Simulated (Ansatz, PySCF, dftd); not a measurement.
System: SO, charge 0, triplet. SO (SMILES S=O, triplet).
B3LYP-D3(BJ)/def2-TZVP minimum from Ansatz (an electronic-structure program):
```xyz
2

O      0.0000     0.0000    -0.9933
S      0.0000     0.0000     0.4966
```
Charge 0, spin multiplicity 3.

Property: enthalpy of formation at 298 K (by atomisation, with ideal-gas terms from PySCF's Hessian at B3LYP-D3(BJ)/def2-TZVP and the atoms' measured values of the G2/97 table; no spin-orbit terms), in kJ/mol. Open shells are spin-unrestricted; no spin-orbit coupling. Correlated methods leave the cores frozen. Rows without X2C or -DK are non-relativistic. CBS(X,Y): correlation extrapolated as X^-3, Hartree-Fock from the larger set (Q,5: extrapolated as (X+1)exp(-9√X)). A bracket is a step between two methods taken in the basis named. The functionals are non-relativistic, so their misses hold any scalar relativity. Double hybrids freeze cores in their MP2 part. 'core' is core correlation in cc-pwCVTZ (1s frozen past Ne), 'X2C' scalar relativity in cc-pVTZ-DK, both at CCSD(T). The UHF reference of OS (O=S, triplet) is spin-contaminated (<S^2> up to 0.06 over the pure value in the sets run).

Compared with CCSD(T)/CBS(cc-pV(Q+d)Z,cc-pV(5+d)Z) + [CCSDT(Q) - CCSD(T)]/cc-pV(Q+d)Z + [CCSDTQ - CCSDT(Q)]/cc-pV(D+d)Z + core + X2C (Ansatz): 0.5 kJ/mol.

Costs are rough ratios of core time, to one figure, on one kind of shared machine, summed over the single points of the molecules; atoms, geometries and frequencies are left out. The first row took roughly 3 core seconds; short runs hold start-up time.

```
level                                        program  cost relative to the first row  difference (kJ/mol)
------------------------------------  --------------  ------------------------------  -------------------
CAM-B3LYP-D4/def2-TZVPD               Ansatz + dftd4                               1                 -0.9
r2SCANh/def2-TZVPD                            Ansatz                               1                 -6.0
B2GP-PLYP/def2-TZVPD                          Ansatz                               1                 10.4
B2PLYP-D3(BJ)/def2-TZVPD              Ansatz + dftd3                               1                 -0.6
CCSD(T)/cc-pV(5+d)Z                           Ansatz                              30                 10.2
CCSD(T)/CBS(cc-pV(Q+d)Z,cc-pV(5+d)Z)          Ansatz                              40                  2.9
CCSDT(Q)/cc-pV(Q+d)Z                          Ansatz                             900                 16.0
```

The dearest row costs roughly 900 times the first. Costs within a factor of two don't rank. The table holds for this case alone.
